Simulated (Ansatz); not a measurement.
**AlPHCl (triplet): wave-function methods side by side, cc-pVDZ**

One table from this session's results is given with a row withheld; the runs are named, their logs left out.

Computed with Ansatz 0.2.0, Gaussian basis. Level: cc-pVDZ, core rule «outside noble gas», up to 15 orbitals frozen.

To be run: UHF; CCSD(T) on ROHF; CCSD(T) on UHF; BCCD(T) on ROHF; CISD as a restricted active space (open shells left free, so some higher excitations enter); CCSDT(Q) on ROHF; CCSDT(Q) on UHF.

5 further runs of the same task are left out: 1 for a known fault of the program, 4 set aside as unsound or not needed. Runs told in other sessions of the task aren't counted.

## The geometry

The geometry is a PBE0/def2-TZVP stationary point (not a proven minimum).

4 atoms, charge 0, spin multiplicity 3.

Atoms are counted from 1 here; the program's logs count them from 0.

Bond lengths: Cl1–Al2 2.120 Å, Al2–P3 2.374 Å, P3–H4 1.426 Å. Angles: Cl1–Al2–P3 114.4°, Al2–P3–H4 91.8°.

Set-up of the first run:

in.yaml

```yaml
crystal:
  periodic: [false, false, false]
  atoms:
    - {symbol: Cl, position_ang: [0.000000, -0.326601, 1.792479]}
    - {symbol: Al, position_ang: [0.000000, 0.853589, 0.030871]}
    - {symbol: P, position_ang: [0.000000, -0.395551, -1.988246]}
    - {symbol: H, position_ang: [0.000000, 0.793281, -2.776193]}
basis:
  gaussian: {orbitals: cc-pVDZ}
magnetization: {spin_polarized: true, initial_magnetization: 2}
hamiltonian: {xc: hf}
output: {orbitals: {seedname: orbitals}}
```

Run with:

```bash
ansatz run in.yaml --threads 1 --pin off --events-out ev --progress --plain --max-ram 2816MiB --backend cpu
```

Steps of the session up to this table: UHF; CCSD(T) on ROHF; CCSD(T) on UHF; BCCD(T) on ROHF; CISD as a restricted active space (open shells left free, so some higher excitations enter); CCSDT(Q) on ROHF; CCSDT(Q) on UHF.

One of the session's tables, all rows but one given; the rest of the session is left out.

```
   method  from UCCSDT(Q) (meV)
     ROHF               +8880.1
      UHF               +8721.6
     RMP2               +1344.6
     UMP2                     ?
     CISD               +1240.5
    RCCSD                +295.4
    UCCSD                +287.9
 RCCSD(T)                 +57.1
 UCCSD(T)                 +56.5
  BCCD(T)                 +55.5
   RCCSDT                 +20.5
   UCCSDT                 +19.6
RCCSDT(Q)                  +1.7
UCCSDT(Q)                     0
```

Q: Estimate the row for UMP2 from the others.

As computed: from UCCSDT(Q) (meV): +1349.1. In the column «from UCCSDT(Q) (meV)» it lies between RMP2 (+1344.6) and UHF (+8721.6).

Limits of these values: Restricted and unrestricted rows rest on different reference determinants; a gap between their highest levels can come from leftover correlation error, from unlike frozen cores or from another state.
